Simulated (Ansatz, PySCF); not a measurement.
Molecule: C₃H₆Cl, net charge 0, doublet state. It need not be the lowest isomer of its formula. SMILES: C[CH]CCl
Coordinates optimised at B3LYP-D3(BJ)/def2-TZVP (Ansatz, a quantum-chemistry and plane-wave program):
```
C
H 1 1.0835
C 1 1.4524 2 117.79
H 3 1.0847 1 114.16 2 -29.37
H 3 1.0866 4 111.08 1 130.32
C 1 1.4826 2 118.74 3 165.49
H 6 1.0912 1 111.73 2 37.76
H 6 1.0926 7 108.82 1 -123.75
H 6 1.0993 7 106.93 8 -114.92
Cl 3 1.8926 4 103.42 5 109.80
```
Charge 0, spin multiplicity 2.


Wanted: enthalpy of formation at 298 K (from the atomisation energy, B3LYP-D3(BJ)/def2-TZVP harmonic zero-point and thermal terms from PySCF, and the atoms' enthalpies of formation in the G2/97 table; no spin-orbit terms, and no core term in the frozen-core levels), in kJ/mol. Cores are frozen in the correlated levels unless marked. UHF or UKS for open shells. No spin-orbit coupling. Non-relativistic. The coupled-cluster limit lacks core correlation, which all-electron functionals hold. Basis-set limits of correlation are two-point, X^-3; Hartree-Fock from the larger set. The bracket is a focal-point correction in the basis named.

```tsv
level	program	enthalpy of formation at 298 K (kJ/mol)
PBE0/6-31G*	Ansatz	19.9
PBE0-D4/def2-TZVPD	Ansatz + dftd4	13.5
HSE06-D3(BJ)/def2-TZVPD	Ansatz + dftd3	12.0
HSE06/def2-TZVPD	Ansatz	23.8
CAM-B3LYP/def2-TZVPD	Ansatz	54.4
LC-wPBE/def2-TZVPD	Ansatz	59.2
B2GP-PLYP-D4/def2-TZVPD	Ansatz + dftd4	101.8
B2PLYP/def2-TZVPD	Ansatz	101.0
RPA@PBE/cc-pV(T+d)Z	Ansatz	314.5
MP2/cc-pV(D+d)Z	Ansatz	290.7
SCS-MP2/cc-pV(D+d)Z	Ansatz	315.6
CCSD/6-31G	Ansatz	572.6
CCSD/cc-pV(D+d)Z	Ansatz	355.6
CCSD(T)/aug-cc-pV(D+d)Z	Ansatz	288.6
RI-MP2/CBS(cc-pV(T+d)Z,cc-pV(Q+d)Z)+[CCSD(T)-MP2]/cc-pV(D+d)Z	Ansatz	57.2
```
